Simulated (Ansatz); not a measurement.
**Question.** Predict a relaxed structure of the cluster Li₂S (the lowest singlet isomer of a short search), charge 0, singlet, at PBE0-D4/def2-TZVP (Ansatz).

**Answer.** 
Cartesian coordinates in Å:
```
Li -0.626 -1.759 -0.495
Li 0.109 1.850 0.546
S 0.517 -0.091 -0.051
```
Point group C2v (tolerance 0.1 Å). This is one stationary point.

The structure comes from a short search, and lower isomers may exist.
